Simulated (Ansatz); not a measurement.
AlB$_{2}$H$_{5}$, 8 atoms. Charge 0, multiplicity 1. The bonds changed during the relaxation, so this is another structure than the one it started from. All runs use 2 threads of an Arm Neoverse V1 on a shared host. Correlated methods freeze the cores. Open-shell runs search over several starts.

(1) How many basis functions does each run have, and how long does it take in Ansatz? RKS PBE0-D4/def2-TZVP relaxation (9 steps); UKS ωB97M-V/def2-TZVPP energy of the cation; UHF-MP2/def2-QZVPP energy of the cation; UKS ωB97X-V/def2-TZVPP energy of the cation; UKS B3LYP-D4/def2-TZVPP energy of the cation; RKS PBE-D4/def2-TZVPP energy and forces; RKS PBE0-D4/def2-SVP energy; RKS PBE-QIDH (frozen core)/def2-TZVPP energy; RKS PBE0-D4/def2-QZVPP energy; UKS B2PLYP (frozen core)/def2-TZVPP energy of the cation; RKS PBE0-D4/def2-TZVP frequencies; RHF-CCSD(T)/def2-SVP energy. (Estimate.)

Answers

(1) The calculation gave: Other jobs shared the machine, so times are rough.

```tsv
level	job	functions	wall time	peak host memory (GiB)
RKS PBE0-D4/def2-SVP	energy	71	0.9 s	0.12
RHF-CCSD(T)/def2-SVP	energy	71	1.1 s	0.17
RKS PBE-D4/def2-TZVPP	energy and forces	174	2.2 s	0.17
RKS PBE-QIDH (frozen core)/def2-TZVPP	energy	174	3.8 s	0.29
UKS B3LYP-D4/def2-TZVPP	energy of the cation	174	4.5 s	0.36
RKS PBE0-D4/def2-QZVPP	energy	334	5.5 s	0.7
UKS B2PLYP (frozen core)/def2-TZVPP	energy of the cation	174	7.5 s	0.4
UKS ωB97X-V/def2-TZVPP	energy of the cation	174	12 s	0.5
UKS ωB97M-V/def2-TZVPP	energy of the cation	174	14 s	0.54
RKS PBE0-D4/def2-TZVP	relaxation (9 steps)	129	20 s	0.21
UHF-MP2/def2-QZVPP	energy of the cation	334	24 s	1.3
RKS PBE0-D4/def2-TZVP	frequencies	129	63 s	0.21
```

B3LYP here is the variant with VWN-RPA as its local correlation; programs differ in this.
